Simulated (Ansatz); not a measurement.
Frontier orbitals of C$_{4}$H$_{10}$S$_{2}$, SMILES `CCSSCC`.

```xyz
16

C    -1.981   -1.399    1.443
C    -1.329   -1.351    0.080
S    -1.274    0.307   -0.658
S    -0.050    1.343    0.586
C     1.610    1.001   -0.065
C     1.856    1.556   -1.450
H    -1.983   -2.421    1.832
H    -1.437   -0.769    2.150
H    -3.013   -1.045    1.396
H    -0.315   -1.755    0.103
H    -1.893   -1.936   -0.654
H     1.785   -0.076   -0.024
H     2.272    1.464    0.675
H     1.732    2.640   -1.465
H     2.869    1.317   -1.784
H     1.153    1.123   -2.165
```

The species carries charge 0 and has multiplicity 1. Geometry: relaxed with PBE0-D4/def2-TZVP. It is one conformer, not always the lowest. Basis def2-TZVPP, Ansatz 0.2.0.

```
functional  HOMO (eV)  LUMO (eV)  gap (eV)
       PBE      -5.46      -1.01      4.45
    r2SCAN      -5.69      -0.78      4.91
      PBE0      -6.64       0.00      6.64
     B3LYP      -6.41      -0.24      6.17
   LC-ωPBE      -9.30       2.35     11.65
   ωB97M-V      -8.81       2.04     10.85
        HF      -9.35       3.65     13.00
```

**Question.** What is the vertical ionisation energy at frozen-core CCSD(T)/CBS(def2)? (Estimate.)

**Answer.** The calculation gave: 8.87 eV (T1 of the cation 0.042).

Against PBE, PBE0 changes HOMO and LUMO by −1.18 and +1.01 eV, ωB97M-V by −3.34 and +3.06 eV. A gap of 4.45 eV thus becomes 10.85 eV for the same molecule, so an orbital gap means little without its functional. A positive LUMO is unbound and depends on the basis. −ε(HOMO) differs from that ionisation energy by −3.41 eV with PBE and −0.07 eV with ωB97M-V.

B3LYP here is the variant with VWN-RPA as its local correlation; programs differ in this. LC-ωPBE has ω = 0.4 bohr⁻¹.
